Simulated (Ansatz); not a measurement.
```yaml
crystal:
  periodic: [false, false, false]
  atoms:
    - {symbol: B, position_ang: [-0.270352, -0.465945, -1.351766]}
    - {symbol: N, position_ang: [-0.227287, -0.475073, 0.394067]}
    - {symbol: C, position_ang: [0.446843, 1.038604, 0.960300]}
    - {symbol: H, position_ang: [0.320473, -1.473591, 0.799022]}
    - {symbol: H, position_ang: [-1.223742, -0.304705, 0.706969]}
    - {symbol: H, position_ang: [0.470806, 0.678991, 2.085192]}
    - {symbol: H, position_ang: [1.304576, 0.627817, 0.646688]}
    - {symbol: H, position_ang: [0.015127, 1.793623, 0.596517]}
    - {symbol: H, position_ang: [1.217053, -0.390580, -1.665750]}
    - {symbol: H, position_ang: [-0.858397, 0.669333, -1.428311]}
    - {symbol: H, position_ang: [-1.056354, -1.442845, -1.533178]}
basis:
  gaussian: {orbitals: aug-cc-pVDZ, point_charges: [{charge: 0.50, position_ang: [6.018, -0.918, 0.361]}]}
hamiltonian: {xc: {name: wB97M-V}}
scf: {omitted_lower_state_checks: [starts]}
output: {forces: true}
```

```sh
$ ansatz run in.yaml --threads 4 --pin off --events-out ev --progress --plain --max-ram 3916MiB
```

Shortened log:

```
Functional definition: wB97M-V
1197 factors; their error is unknown
612 factors; integrals over basis functions are off by at most 8.5e-6 eV
mean field evaluation 1: about -3324.1098 eV, gradient 3.9e1 eV
mean field evaluation 2: about -3325.5916 eV, gradient 3.2e1 eV
mean field evaluation 4: about -3327.9055 eV, gradient 1.8e0 eV
mean field evaluation 8: about -3327.9184 eV, gradient 8.7e-2 eV
mean field evaluation 16: about -3327.8873 eV, gradient 5.0e-5 eV
mean field -3327.88730327 eV, -122.2976026720 hartree, gradient 5.1e-5 eV, S^2 0.000000; 0 other end points of the search recorded, 0 dependent functions left out
reference -3327.88741198 eV, -122.2976066670 hartree; 13, 13 occupied and 128, 128 virtual orbitals, 1197 factors
Total energy: -3327.88741198 eV, -122.2976066670 hartree
Atom 0 at    -0.270352    -0.465945    -1.351766 Å, force     1.174341     0.842216     1.563056 eV/Å
Atom 1 at    -0.227287    -0.475073     0.394067 Å, force     0.335324     0.319074     0.609489 eV/Å
Atom 2 at     0.446843     1.038604     0.960300 Å, force     0.746797   -11.770126     6.178546 eV/Å
Atom 3 at     0.320473    -1.473591     0.799022 Å, force    -2.394355     4.159152    -0.974764 eV/Å
Atom 4 at    -1.223742    -0.304705     0.706969 Å, force     1.319277    -1.475999    -0.245868 eV/Å
Atom 5 at     0.470806     0.678991     2.085192 Å, force    -0.492455     2.066248    -1.786872 eV/Å
Atom 6 at     1.304576     0.627817     0.646688 Å, force     4.348825     0.437741    -1.688416 eV/Å
Atom 7 at     0.015127     1.793623     0.596517 Å, force    -3.739561     6.209013    -3.004864 eV/Å
Atom 8 at     1.217053    -0.390580    -1.665750 Å, force    -3.121309    -0.427976     0.392479 eV/Å
Atom 9 at    -0.858397     0.669333    -1.428311 Å, force     0.665695    -0.999395    -0.549670 eV/Å
Atom 10 at    -1.056354    -1.442845    -1.533178 Å, force     1.156169     0.639890    -0.456824 eV/Å
Dipole moment:    -0.100137     0.110229     1.066693 e Å
Checks for a lower state left out: starts
```

Run time 5.5 s (4 threads of Arm Neoverse V1 on a shared host).
